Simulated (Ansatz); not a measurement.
Process, species as SMILES: P (PH3) + H+ → [PH4+]
B3LYP-D3(BJ)/def2-TZVP geometries, fixed; electronic energies without zero-point terms; positive where energy is released.
Largest species:
```xyz
5

P      0.0000     0.0000     0.0000
H      0.0115     1.3163    -0.4706
H      1.1354    -0.6707    -0.4639
H     -1.1473    -0.6505    -0.4634
H      0.0003     0.0049     1.3979
```
Charge +1, spin multiplicity 1.

The proton affinity at CCSD(T) with Ansatz (an electronic-structure program), in kcal/mol, split into its Hartree-Fock and correlation parts. Cores are frozen. No added dispersion term, no relativity. Functions are those of the species that has most.

```
basis        X  functions  Hartree-Fock  CCSD(T)
-----------  -  ---------  ------------  -------
cc-pV(D+d)Z  2         43        198.94   195.04
cc-pV(T+d)Z  3         95        200.79   193.77
cc-pV(Q+d)Z  4        184        201.14   193.63
cc-pV(5+d)Z  5        320        201.23   193.50
```

Worked estimate of the basis-set limit from each neighbouring pair, with Hartree-Fock from the larger set and the correlation part extrapolated as X^-3.
Correlation parts: X = 2: -3.90, X = 3: -7.02, X = 4: -7.51, X = 5: -7.73.
- (2,3): (27·(-7.02) - 8·(-3.90))/19 = -8.33; with Hartree-Fock 200.79 the estimate is 192.46 kcal/mol.
- (3,4): (64·(-7.51) - 27·(-7.02))/37 = -7.87; with Hartree-Fock 201.14 the estimate is 193.27 kcal/mol.
- (4,5): (125·(-7.73) - 64·(-7.51))/61 = -7.96; with Hartree-Fock 201.23 the estimate is 193.27 kcal/mol.
The last two estimates differ by 0.00 kcal/mol; the largest set lies 0.23 from the last. Over the last step Hartree-Fock moves by 0.09 and the correlation part by -0.22.
